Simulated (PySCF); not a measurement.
**Removing an electron from ZnO**

Species: ZnO (singlet state).
Cartesian coordinates in Å at the PBE0-D3(BJ)/def2-TZVP level; atoms count from 1:
```
atom  x, y, z in Å
O1     0.8658   -0.0397    0.0089
Zn2   -0.8322    0.0157   -0.0163
```

Level: wB97X-D/aug-cc-pVTZ (PySCF). Frontier orbitals with their largest atomic shares (Löwdin; up to four atoms above 4 %):

```
orbital  ε (eV)         main atoms
 HOMO−3  -17.13  Zn2 90 %, O1 10 %
 HOMO−2  -10.42  O1 66 %, Zn2 34 %
 HOMO−1   -9.07                  ?
   HOMO   -9.07                  ?
   LUMO   -2.60  Zn2 70 %, O1 30 %
 LUMO+1    0.66   Zn2 95 %, O1 5 %
 LUMO+2    0.66   Zn2 95 %, O1 5 %
```

**Question.** What vertical ionisation energy does ΔSCF give, and how far is −ε(HOMO) from it?

**Answer.** ΔSCF: 8.89 eV (858 kJ/mol; threshold wavelength 139 nm); ⟨S²⟩ of the doublet left behind is 0.765, against 0.75 for a pure doublet. −ε(HOMO) is 9.07 eV, 0.18 eV above it. In exact Kohn–Sham theory the two would be equal; wB97X-D (range-separated hybrid) comes within 0.18 eV of that here.

**Question.** On which atoms does the HOMO lie?

**Answer.** HOMO: O1 86 %, Zn2 14 %; HOMO−1: O1 86 %, Zn2 14 %. These 2 orbitals lie within 0.02 eV of one another; within a degenerate set any mixture serves as well, and the shares of a single orbital can change with the mixture. The HOMO−2 lies 1.35 eV lower.

**Question.** And the vertical electron affinity, the fundamental gap, Mulliken's electronegativity and the hardness (with the factor ½)?

**Answer.** EA = 2.21 eV by ΔSCF (−ε(LUMO) = 2.60 eV). IE − EA = 6.68 eV against an orbital gap of 6.47 eV; (IE + EA)/2 = 5.55 eV; (IE − EA)/2 = 3.34 eV.

**Question.** Shift the occupied levels rigidly so that −ε(HOMO) equals the ΔSCF value. What binding energies result?

**Answer.** The shift is -0.18 eV: HOMO 8.89, HOMO−1 8.89, HOMO−2 10.24, HOMO−3 16.95 eV. A rigid shift is only a rough guide to the deeper ionisations.

**Question.** What total energies stand behind the ΔSCF value?

**Answer.** E(N) = -1854.60420 Eh and E(N − 1) = -1854.27751 Eh at the same geometry, 0.32669 Eh apart. With one more electron, E(N + 1) = -1854.68539 Eh.

**Question.** The lowest singlet excitation (vertical TDDFT, same level) lies at 0.94 eV. How far is it below IE − EA?

**Answer.** IE − EA = 6.68 eV, so by 5.74 eV.

**Question.** With α = 39.2 au, estimate the like-pair dispersion coefficient by London's formula C6 = (3/4)α²I.

**Answer.** I = 0.3267 Eh, so C6 ≈ 376 au, a rough estimate.

Isolated species at its PBE0-D3(BJ)/def2-TZVP geometry, gas phase.

The pairwise dispersion term of wB97X-D wasn't added to the energies; at a given geometry it leaves orbitals and properties as they are.
